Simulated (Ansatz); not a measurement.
Si₂H⁺. Charge 1, multiplicity 5. Geometry PBE0-D4/def2-TZVP.

```xyz
3

Si   -0.458    0.479   -0.234
Si    1.306    0.310    1.201
H    -0.848   -0.790   -0.967
```

B3LYP takes the VWN-RPA correlation. At PBE0-D4/def2-TZVP a triplet of charge 1 lies 2.16 eV below the quintet, each at its own geometry. The structure comes from a short search, and lower isomers may exist.

**Question.** Estimate the α-spin orbital energies around the gap (eV) in Ansatz with HF/def2-TZVP, PBE-D4/def2-TZVP, r2SCANh-D4/def2-TZVP, B3LYP-D4/def2-TZVP, PBE0-D4/def2-TZVP.

**Answer.** 
```json
{"orbital": "HOMO−5", "HF/def2-TZVP": "-27.40", "PBE-D4/def2-TZVP": "-20.50", "r2SCANh-D4/def2-TZVP": "-21.84", "B3LYP-D4/def2-TZVP": "-21.98", "PBE0-D4/def2-TZVP": "-22.46"}
{"orbital": "HOMO−4", "HF/def2-TZVP": "-23.12", "PBE-D4/def2-TZVP": "-17.48", "r2SCANh-D4/def2-TZVP": "-18.53", "B3LYP-D4/def2-TZVP": "-18.72", "PBE0-D4/def2-TZVP": "-19.09"}
{"orbital": "HOMO−3", "HF/def2-TZVP": "-18.93", "PBE-D4/def2-TZVP": "-14.38", "r2SCANh-D4/def2-TZVP": "-15.25", "B3LYP-D4/def2-TZVP": "-15.36", "PBE0-D4/def2-TZVP": "-15.69"}
{"orbital": "HOMO−2", "HF/def2-TZVP": "-16.37", "PBE-D4/def2-TZVP": "-12.41", "r2SCANh-D4/def2-TZVP": "-13.17", "B3LYP-D4/def2-TZVP": "-13.13", "PBE0-D4/def2-TZVP": "-13.53"}
{"orbital": "HOMO−1", "HF/def2-TZVP": "-15.04", "PBE-D4/def2-TZVP": "-12.21", "r2SCANh-D4/def2-TZVP": "-12.81", "B3LYP-D4/def2-TZVP": "-12.70", "PBE0-D4/def2-TZVP": "-13.09"}
{"orbital": "HOMO", "HF/def2-TZVP": "-14.47", "PBE-D4/def2-TZVP": "-10.65", "r2SCANh-D4/def2-TZVP": "-11.35", "B3LYP-D4/def2-TZVP": "-11.34", "PBE0-D4/def2-TZVP": "-11.71"}
{"orbital": "LUMO", "HF/def2-TZVP": "-5.99", "PBE-D4/def2-TZVP": "-9.49", "r2SCANh-D4/def2-TZVP": "-9.23", "B3LYP-D4/def2-TZVP": "-8.74", "PBE0-D4/def2-TZVP": "-8.77"}
{"orbital": "LUMO+1", "HF/def2-TZVP": "-2.39", "PBE-D4/def2-TZVP": "-6.41", "r2SCANh-D4/def2-TZVP": "-5.80", "B3LYP-D4/def2-TZVP": "-5.57", "PBE0-D4/def2-TZVP": "-5.51"}
{"orbital": "LUMO+2", "HF/def2-TZVP": "-1.78", "PBE-D4/def2-TZVP": "-5.81", "r2SCANh-D4/def2-TZVP": "-5.22", "B3LYP-D4/def2-TZVP": "-4.98", "PBE0-D4/def2-TZVP": "-4.94"}
{"orbital": "LUMO+3", "HF/def2-TZVP": "0.25", "PBE-D4/def2-TZVP": "-3.65", "r2SCANh-D4/def2-TZVP": "-2.90", "B3LYP-D4/def2-TZVP": "-2.88", "PBE0-D4/def2-TZVP": "-2.78"}
{"orbital": "LUMO+4", "HF/def2-TZVP": "0.97", "PBE-D4/def2-TZVP": "-3.16", "r2SCANh-D4/def2-TZVP": "-2.33", "B3LYP-D4/def2-TZVP": "-2.19", "PBE0-D4/def2-TZVP": "-2.19"}
{"orbital": "LUMO+5", "HF/def2-TZVP": "1.12", "PBE-D4/def2-TZVP": "-3.03", "r2SCANh-D4/def2-TZVP": "-2.33", "B3LYP-D4/def2-TZVP": "-2.08", "PBE0-D4/def2-TZVP": "-2.11"}
{"orbital": "β HOMO", "HF/def2-TZVP": "-19.10", "PBE-D4/def2-TZVP": "-15.92", "r2SCANh-D4/def2-TZVP": "-16.34", "B3LYP-D4/def2-TZVP": "-16.83", "PBE0-D4/def2-TZVP": "-16.92"}
{"orbital": "β LUMO", "HF/def2-TZVP": "-7.18", "PBE-D4/def2-TZVP": "-12.23", "r2SCANh-D4/def2-TZVP": "-11.38", "B3LYP-D4/def2-TZVP": "-11.77", "PBE0-D4/def2-TZVP": "-11.31"}
```
